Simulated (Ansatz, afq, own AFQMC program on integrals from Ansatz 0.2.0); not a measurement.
## Atomization energy of BH4, doublet

```xyz
5

B     0.0000    0.0000    0.0000
H     0.4147    0.8125    0.8107
H    -0.4243   -0.8077    0.8105
H    -0.4128    0.8086   -0.8154
H     0.4225   -0.8134   -0.8057
```

Atoms in their ground-state spins without spin–orbit coupling (mostly on UHF) minus the molecule (UHF), without zero-point energy. The geometry is a stationary point, not shown to be a minimum.

Basis 6-31G. Only valence electrons are correlated. AFQMC by an in-house program on the Cholesky factors that Ansatz 0.2.0 writes for its CCSD(T) run. The CISD trial takes its coefficients from CCSD amplitudes. Released means that phaseless walkers are propagated on without the constraint, phases kept. Error bars are statistical, one sigma. The errors of all members are added in quadrature.

Full CI on the same integrals is exact in this basis and with this determinant's frozen core.

Errors are counted within 6-31G, not against nature.

| level | atomization energy (kJ/mol) |
| --- | --- |
| MP2 | 1014.9 |
| HF | 892.5 |

Task: From these cheaper values, estimate the atomization energy at the reference level in 6-31G.

Result: 1030.8 kJ/mol (full CI in 6-31G).

```
         level  atomization energy (kJ/mol)  error against FCI (kJ/mol)
          CCSD                       1026.3                        -4.5
       CCSD(T)                       1029.7                        -1.1
   ph-AFQMC/HF                 1038.8 ± 2.0                   8.0 ± 2.0
 ph-AFQMC/CISD                 1030.7 ± 0.2                  -0.2 ± 0.2
released AFQMC                 1030.5 ± 0.2                  -0.3 ± 0.2
```

Correlation beyond CCSD(T) adds 1.1 kJ/mol. The perturbative (T) step is worth +3.4 kJ/mol.

A walk keeps the symmetry of its determinant, which the program's search chose and which needn't be the lowest solution, so a lower state of the same spin and another symmetry isn't excluded. Released energies are given only where the last usable release times agree within the noise; a slower fall can still hide under it.
